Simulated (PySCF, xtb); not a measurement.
## Relative energy of two isomers of CH2NSi

Structure a is `[C]#[N+][SiH2-]`, a doublet and structure b is `N#C[SiH2]`, a doublet. Both are isolated molecules in the gas phase, relaxed with PBE0-D3(BJ)/def2-SVP.

Problem. Estimate E(b) − E(a) at the level CCSD(T)/def2-SVP.

Solution. Calculated at CCSD(T)/def2-SVP: E(b) − E(a) = −0.306 eV, so structure b lies lower.

Level by level:

| level | geometry | E(b) − E(a) (eV) | departure from the last row (eV) | job, with rough time for the two |
| --- | --- | --- | --- | --- |
| GFN2-xTB | GFN2-xTB | −0.164 | +0.142 | optimisation, 0.21 s |
| HF/STO-3G | GFN2-xTB | −0.255 | +0.051 | single point, 3.4 s |
| r2SCAN-D4/def2-SVP | GFN2-xTB | −0.261 | +0.045 | single point, 2.6 min |
| PBE0-D3(BJ)/def2-SVP | PBE0-D3(BJ)/def2-SVP | −0.274 | +0.032 | optimisation, 2.3 min |
| HF/def2-SVP | PBE0-D3(BJ)/def2-SVP | +0.017 | +0.323 | part of the CCSD(T) run |
| MP2/def2-SVP | PBE0-D3(BJ)/def2-SVP | −0.223 | +0.084 | part of the CCSD(T) run |
| CCSD(T)/def2-SVP | PBE0-D3(BJ)/def2-SVP | −0.306 |  | single point, 34 s |

As drawn, b has 1 C–Si in place of 1 N–Si.

HF/def2-SVP finds them nearly level. The largest departure from CCSD(T)/def2-SVP is that of HF/def2-SVP, 0.323 eV.

With thermal terms from frequencies at re-optimised GFN2-xTB minima (ideal gas, soft modes damped towards free rotors, one conformer each, 600 K, 1 atm): the zero-point term adds +0.006 eV; ΔH is −0.296 and ΔG −0.306 eV.

Open shells are spin-unrestricted, with notable spin contamination under HF/STO-3G, HF/def2-SVP, MP2/def2-SVP, CCSD(T)/def2-SVP. The correlated steps freeze 7 core orbitals. Programs: PySCF 2.14.0, xtb 6.7.1; the last row on 2 threads of Intel(R) Xeon(R) Processor @ 2.50GHz (Skylake/Cascade Lake) on a shared host.
